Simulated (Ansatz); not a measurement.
Ansatz (a quantum-chemistry and plane-wave program) input (HF/3-21G): The .json file is the Basis Set Exchange's 3-21G.

Ansatz 0.2 input:
```yaml
crystal:
  periodic: [false, false, false]
  atoms:
    - {symbol: C, position_ang: [0.13209892, 0.73122045, -0.00447635]}
    - {symbol: N, position_ang: [-0.12328715, -0.64995112, 0.00407695]}
    - {symbol: H, position_ang: [-0.44684622, -1.06476094, 0.85196090]}
    - {symbol: H, position_ang: [-0.47495603, -1.06997889, -0.82993175]}
    - {symbol: H, position_ang: [0.51147443, 1.15138965, 0.90748061]}
    - {symbol: H, position_ang: [0.48074435, 1.14568531, -0.93119028]}
basis:
  gaussian:
    orbitals: 3-21G.json
hamiltonian:
  xc: {name: HF}
magnetization: {spin_polarized: true, initial_magnetization: 1}
phonons: {temperatures: {t_min: 298.15, t_max: 298.15, t_step: 100}}
```

Output:

```
Functional definition: HF
integrals: 0.00 GiB planned
365 factors; integrals over basis functions are off by at most 5.6e-4 eV
mean field: 0.05 GiB planned
mean field evaluation 1: about -2558.4742 eV, gradient 1.3e1 eV
mean field evaluation 2: about -2558.5648 eV, gradient 1.3e1 eV
mean field evaluation 4: about -2559.5403 eV, gradient 1.7e0 eV
mean field evaluation 8: about -2559.5852 eV, gradient 1.5e-1 eV
mean field -2559.58565334 eV, -94.0630378108 hartree, gradient 3.3e-5 eV, S^2 0.758937; 0 other end points of the search recorded, 0 dependent functions left out
the calculation of the forces begins
reference -2559.58565334 eV, -94.0630378108 hartree; 9, 8 occupied and 17, 18 virtual orbitals, 365 factors
these checks for a lower state are left out or cut short: stability, starts, cluster_reference, orbital_swaps, neighbouring_geometries, increment
integrals: 0.00 GiB planned
365 factors; integrals over basis functions are off by at most 5.7e-4 eV
mean field: 0.05 GiB planned
mean field evaluation 16: about -2559.5856 eV, gradient 5.9e-5 eV
mean field -2559.58560724 eV, -94.0630361167 hartree, gradient 1.4e-6 eV, S^2 0.758964; 0 other end points of the search recorded, 0 dependent functions left out
the calculation of the forces begins
reference -2559.58560724 eV, -94.0630361167 hartree; 9, 8 occupied and 17, 18 virtual orbitals, 365 factors
these checks for a lower state are left out or cut short: stability, starts, cluster_reference, orbital_swaps, neighbouring_geometries, increment
integrals: 0.00 GiB planned
365 factors; integrals over basis functions are off by at most 5.6e-4 eV
mean field: 0.05 GiB planned
mean field -2559.58560690 eV, -94.0630361043 hartree, gradient 2.7e-6 eV, S^2 0.758911; 0 other end points of the search recorded, 0 dependent functions left out
the calculation of the forces begins
reference -2559.58560690 eV, -94.0630361043 hartree; 9, 8 occupied and 17, 18 virtual orbitals, 365 factors
these checks for a lower state are left out or cut short: stability, starts, cluster_reference, orbital_swaps, neighbouring_geometries, increment
integrals: 0.00 GiB planned
365 factors; integrals over basis functions are off by at most 5.7e-4 eV
mean field: 0.05 GiB planned
mean field evaluation 32: about -2559.5855 eV, gradient 2.0e-6 eV
mean field -2559.58545863 eV, -94.0630306554 hartree, gradient 3.1e-6 eV, S^2 0.758953; 0 other end points of the search recorded, 0 dependent functions left out
the calculation of the forces begins
reference -2559.58545863 eV, -94.0630306554 hartree; 9, 8 occupied and 17, 18 virtual orbitals, 365 factors
these checks for a lower state are left out or cut short: stability, starts, cluster_reference, orbital_swaps, neighbouring_geometries, increment
integrals: 0.00 GiB planned
365 factors; integrals over basis functions are off by at most 5.7e-4 eV
mean field: 0.05 GiB planned
mean field -2559.58545834 eV, -94.0630306448 hartree, gradient 3.6e-6 eV, S^2 0.758923; 0 other end points of the search recorded, 0 dependent functions left out
the calculation of the forces begins
reference -2559.58545834 eV, -94.0630306448 hartree; 9, 8 occupied and 17, 18 virtual orbitals, 365 factors
these checks for a lower state are left out or cut short: stability, starts, cluster_reference, orbital_swaps, neighbouring_geometries, increment
integrals: 0.00 GiB planned
365 factors; integrals over basis functions are off by at most 5.6e-4 eV
mean field: 0.05 GiB planned
mean field -2559.58560311 eV, -94.0630359649 hartree, gradient 1.8e-6 eV, S^2 0.758925; 0 other end points of the search recorded, 0 dependent functions left out
the calculation of the forces begins
reference -2559.58560311 eV, -94.0630359649 hartree; 9, 8 occupied and 17, 18 virtual orbitals, 365 factors
these checks for a lower state are left out or cut short: stability, starts, cluster_reference, orbital_swaps, neighbouring_geometries, increment
integrals: 0.00 GiB planned
365 factors; integrals over basis functions are off by at most 5.6e-4 eV
mean field: 0.05 GiB planned
mean field -2559.58560300 eV, -94.0630359610 hartree, gradient 1.9e-6 eV, S^2 0.758950; 0 other end points of the search recorded, 0 dependent functions left out
the calculation of the forces begins
reference -2559.58560300 eV, -94.0630359610 hartree; 9, 8 occupied and 17, 18 virtual orbitals, 365 factors
these checks for a lower state are left out or cut short: stability, starts, cluster_reference, orbital_swaps, neighbouring_geometries, increment
integrals: 0.00 GiB planned
365 factors; integrals over basis functions are off by at most 5.6e-4 eV
mean field: 0.05 GiB planned
mean field -2559.58542184 eV, -94.0630293032 hartree, gradient 2.4e-6 eV, S^2 0.758943; 0 other end points of the search recorded, 0 dependent functions left out
[...]
mean field: 0.05 GiB planned
mean field evaluation 64: about -2559.5854 eV, gradient 2.0e-6 eV
mean field -2559.58542313 eV, -94.0630293506 hartree, gradient 2.7e-6 eV, S^2 0.758932; 0 other end points of the search recorded, 0 dependent functions left out
the calculation of the forces begins
reference -2559.58542313 eV, -94.0630293506 hartree; 9, 8 occupied and 17, 18 virtual orbitals, 365 factors
these checks for a lower state are left out or cut short: stability, starts, cluster_reference, orbital_swaps, neighbouring_geometries, increment
integrals: 0.00 GiB planned
365 factors; integrals over basis functions are off by at most 5.6e-4 eV
mean field: 0.05 GiB planned
mean field -2559.58563439 eV, -94.0630371144 hartree, gradient 2.7e-6 eV, S^2 0.758936; 0 other end points of the search recorded, 0 dependent functions left out
the calculation of the forces begins
reference -2559.58563439 eV, -94.0630371144 hartree; 9, 8 occupied and 17, 18 virtual orbitals, 365 factors
these checks for a lower state are left out or cut short: stability, starts, cluster_reference, orbital_swaps, neighbouring_geometries, increment
integrals: 0.00 GiB planned
365 factors; integrals over basis functions are off by at most 5.6e-4 eV
mean field: 0.05 GiB planned
mean field -2559.58563463 eV, -94.0630371231 hartree, gradient 2.8e-6 eV, S^2 0.758938; 0 other end points of the search recorded, 0 dependent functions left out
the calculation of the forces begins
reference -2559.58563463 eV, -94.0630371231 hartree; 9, 8 occupied and 17, 18 virtual orbitals, 365 factors
these checks for a lower state are left out or cut short: stability, starts, cluster_reference, orbital_swaps, neighbouring_geometries, increment
integrals: 0.00 GiB planned
365 factors; integrals over basis functions are off by at most 5.6e-4 eV
mean field: 0.05 GiB planned
mean field -2559.58560876 eV, -94.0630361725 hartree, gradient 2.4e-6 eV, S^2 0.758936; 0 other end points of the search recorded, 0 dependent functions left out
the calculation of the forces begins
reference -2559.58560876 eV, -94.0630361725 hartree; 9, 8 occupied and 17, 18 virtual orbitals, 365 factors
these checks for a lower state are left out or cut short: stability, starts, cluster_reference, orbital_swaps, neighbouring_geometries, increment
integrals: 0.00 GiB planned
365 factors; integrals over basis functions are off by at most 5.6e-4 eV
mean field: 0.05 GiB planned
mean field -2559.58560951 eV, -94.0630362002 hartree, gradient 2.3e-6 eV, S^2 0.758939; 0 other end points of the search recorded, 0 dependent functions left out
the calculation of the forces begins
reference -2559.58560951 eV, -94.0630362002 hartree; 9, 8 occupied and 17, 18 virtual orbitals, 365 factors
these checks for a lower state are left out or cut short: stability, starts, cluster_reference, orbital_swaps, neighbouring_geometries, increment
integrals: 0.00 GiB planned
365 factors; integrals over basis functions are off by at most 5.6e-4 eV
mean field: 0.05 GiB planned
mean field -2559.58553356 eV, -94.0630334090 hartree, gradient 2.7e-6 eV, S^2 0.758940; 0 other end points of the search recorded, 0 dependent functions left out
the calculation of the forces begins
reference -2559.58553356 eV, -94.0630334090 hartree; 9, 8 occupied and 17, 18 virtual orbitals, 365 factors
these checks for a lower state are left out or cut short: stability, starts, cluster_reference, orbital_swaps, neighbouring_geometries, increment
integrals: 0.00 GiB planned
365 factors; integrals over basis functions are off by at most 5.6e-4 eV
mean field: 0.05 GiB planned
mean field evaluation 96: about -2559.4802 eV, gradient 2.9e-1 eV
mean field -2559.58553129 eV, -94.0630333254 hartree, gradient 1.2e-6 eV, S^2 0.758935; 0 other end points of the search recorded, 0 dependent functions left out
the calculation of the forces begins
reference -2559.58553129 eV, -94.0630333254 hartree; 9, 8 occupied and 17, 18 virtual orbitals, 365 factors
these checks for a lower state are left out or cut short: stability, starts, cluster_reference, orbital_swaps, neighbouring_geometries, increment
integrals: 0.00 GiB planned
365 factors; integrals over basis functions are off by at most 5.6e-4 eV
mean field: 0.05 GiB planned
mean field -2559.58563601 eV, -94.0630371739 hartree, gradient 1.5e-6 eV, S^2 0.758932; 0 other end points of the search recorded, 0 dependent functions left out
the calculation of the forces begins
reference -2559.58563601 eV, -94.0630371739 hartree; 9, 8 occupied and 17, 18 virtual orbitals, 365 factors
these checks for a lower state are left out or cut short: stability, starts, cluster_reference, orbital_swaps, neighbouring_geometries, increment
integrals: 0.00 GiB planned
365 factors; integrals over basis functions are off by at most 5.7e-4 eV
mean field: 0.05 GiB planned
mean field -2559.58563592 eV, -94.0630371706 hartree, gradient 1.6e-6 eV, S^2 0.758943; 0 other end points of the search recorded, 0 dependent functions left out
the calculation of the forces begins
reference -2559.58563592 eV, -94.0630371706 hartree; 9, 8 occupied and 17, 18 virtual orbitals, 365 factors
these checks for a lower state are left out or cut short: stability, starts, cluster_reference, orbital_swaps, neighbouring_geometries, increment
integrals: 0.00 GiB planned
365 factors; integrals over basis functions are off by at most 5.7e-4 eV
mean field: 0.05 GiB planned
mean field -2559.58561995 eV, -94.0630365838 hartree, gradient 3.0e-6 eV, S^2 0.758954; 0 other end points of the search recorded, 0 dependent functions left out
the calculation of the forces begins
reference -2559.58561995 eV, -94.0630365838 hartree; 9, 8 occupied and 17, 18 virtual orbitals, 365 factors
these checks for a lower state are left out or cut short: stability, starts, cluster_reference, orbital_swaps, neighbouring_geometries, increment
integrals: 0.00 GiB planned
365 factors; integrals over basis functions are off by at most 5.7e-4 eV
mean field: 0.05 GiB planned
mean field -2559.58561962 eV, -94.0630365716 hartree, gradient 2.9e-6 eV, S^2 0.758921; 0 other end points of the search recorded, 0 dependent functions left out
the calculation of the forces begins
reference -2559.58561962 eV, -94.0630365716 hartree; 9, 8 occupied and 17, 18 virtual orbitals, 365 factors
these checks for a lower state are left out or cut short: stability, starts, cluster_reference, orbital_swaps, neighbouring_geometries, increment
integrals: 0.00 GiB planned
365 factors; integrals over basis functions are off by at most 5.6e-4 eV
mean field: 0.05 GiB planned
mean field evaluation 128: about -2559.5856 eV, gradient 2.1e-5 eV
mean field -2559.58556153 eV, -94.0630344368 hartree, gradient 1.9e-6 eV, S^2 0.758962; 0 other end points of the search recorded, 0 dependent functions left out
the calculation of the forces begins
reference -2559.58556153 eV, -94.0630344368 hartree; 9, 8 occupied and 17, 18 virtual orbitals, 365 factors
these checks for a lower state are left out or cut short: stability, starts, cluster_reference, orbital_swaps, neighbouring_geometries, increment
integrals: 0.00 GiB planned
365 factors; integrals over basis functions are off by at most 5.7e-4 eV
mean field: 0.05 GiB planned
mean field -2559.58556128 eV, -94.0630344277 hartree, gradient 1.9e-6 eV, S^2 0.758913; 0 other end points of the search recorded, 0 dependent functions left out
the calculation of the forces begins
reference -2559.58556128 eV, -94.0630344277 hartree; 9, 8 occupied and 17, 18 virtual orbitals, 365 factors
Total energy: -2559.58565334 eV, -94.0630378108 hartree
Atom 0 at     0.132099     0.731220    -0.004476 Å, force    -0.000000     0.000056    -0.000000 eV/Å
Atom 1 at    -0.123287    -0.649951     0.004077 Å, force     0.000082     0.000125    -0.000002 eV/Å
Atom 2 at    -0.446846    -1.064761     0.851961 Å, force    -0.000075    -0.000164     0.000275 eV/Å
Atom 3 at    -0.474956    -1.069979    -0.829932 Å, force    -0.000084    -0.000166    -0.000271 eV/Å
Atom 4 at     0.511474     1.151390     0.907481 Å, force     0.000038     0.000074    -0.000081 eV/Å
Atom 5 at     0.480744     1.145685    -0.931190 Å, force     0.000040     0.000075     0.000079 eV/Å
Dipole moment:    -0.139834    -0.122661     0.002718 e Å
Vibrations: 414.05 531.71 750.93 1006.18 1233.68 1426.72 1607.24 1838.50 3283.40 3391.38 3747.70 3858.47 cm⁻¹, zero-point energy 1.431395 eV
```

The blocks after the first are displaced geometries, from whose forces the wavenumbers follow.
